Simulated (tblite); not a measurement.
Distances in Å between the heavy atoms of a computed structure (GFN2-xTB; lower triangle, same order across):
```
F1    0.00
C2    1.30  0.00
C3    2.39  1.36  0.00
C4    3.54  2.27  1.47  0.00
O5    3.52  2.29  2.31  1.39  0.00
C6    2.44  1.48  2.32  2.28  1.39  0.00
```

Hydrogens: 1 on C3, 2 on C4, 2 on C6.

Charge +1 and doublet state.

Question: Which heavy atoms are bonded, and with what formal order?

Answer: F1–C2 (single); C2–C3 (single); C3–C4 (single); C4–O5 (single); O5–C6 (single); C2–C6 (single). The orders are those of one drawing; other resonance forms can be drawn.

Question: Which species is it?

Answer: `F[C+]1[CH]COC1`, [C4H5FO]+.

Question: Which rings does it hold?

Answer: C2–C3–C4–O5–C6 (5 members, 0.00 Å rms from planarity).

Question: Describe the place of each heavy atom.

Answer: F1: fluorine bonded to C; C2: carbon bonded to 2 C and F; C3: carbon bonded to 2 C and H; C4: carbon bonded to C, O and 2 H; O5: oxygen bonded to 2 C; C6: carbon bonded to C, O and 2 H.
